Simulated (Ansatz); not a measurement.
**Which is lower?**

Two relaxed structures of C2H5O (charge +1), closed shell (PBE0-D4/def2-TZVP; forces vanish, vibrations not checked).

A:

C1  (-0.800, 0.514, -0.946)
O2  (-0.404, -0.519, -0.175)
C3  (0.660, -0.755, 0.619)
H4  (-1.730, 0.350, -1.461)
H5  (-0.142, 1.366, -0.955)
H6  (0.647, -1.716, 1.101)
H7  (1.381, 0.042, 0.678)
H8  (-1.035, -1.273, -0.198)
(Å)

B:

C1  (-0.881, 0.533, -0.811)
O2  (-0.338, -0.491, -0.398)
C3  (0.701, -0.475, 0.639)
H4  (-1.641, 0.402, -1.583)
H5  (-0.611, 1.519, -0.421)
H6  (0.311, -1.098, 1.442)
H7  (1.570, -0.940, 0.177)
H8  (0.888, 0.550, 0.953)
(Å)

Ansatz 0.2.0; basis: def2-TZVPP; cores frozen in the correlated methods. B3LYP uses VWN-RPA correlation.

Task: Which structure is lower at CCSD(T), and by how much? (Judge from chemistry; the value comes from the calculation.)

Result: The calculation gives: B, by 364.3 kJ/mol (electronic energy, against the other). By their contacts, A is C₂H₅O ([CH2][OH][CH2]), total charge +1 and B is C₂H₅O ([CH2][O][CH3]), total charge +1.

All methods give the same order:

```json
{"method": "PBE-D4", "E(B) − E(A) (kJ/mol)": "-354.9"}
{"method": "r2SCAN-D4", "E(B) − E(A) (kJ/mol)": "-378.9"}
{"method": "PBE0-D4", "E(B) − E(A) (kJ/mol)": "-399.2"}
{"method": "B3LYP-D4", "E(B) − E(A) (kJ/mol)": "-393.0"}
{"method": "wB97M-V", "E(B) − E(A) (kJ/mol)": "-430.6"}
{"method": "HF", "E(B) − E(A) (kJ/mol)": "-553.2"}
{"method": "MP2", "E(B) − E(A) (kJ/mol)": "-370.3"}
{"method": "CCSD", "E(B) − E(A) (kJ/mol)": "-406.9"}
{"method": "CCSD(T)", "E(B) − E(A) (kJ/mol)": "-364.3"}
```

T1 diagnostic: at most 0.018. The restricted Hartree–Fock reference is unstable towards an unrestricted one at one or more of these structures. The program raised a doubt about the electronic state. A large double-excitation amplitude points to some diradical character; no triplet was computed.

Labels in which every atom is bracketed show which atoms are joined, not bond orders.

For scale, one of the runs: CCSD(T)/def2-TZVPP, 163 basis functions, launched by `ansatz run in.yaml --threads 2 --pin off --events-out ev --progress --plain --max-ram 4352MiB`. Time: 36 s of wall clock on 2 CPU threads of an Arm Neoverse V1; the host was shared. Peak host memory: 2.5 GiB.
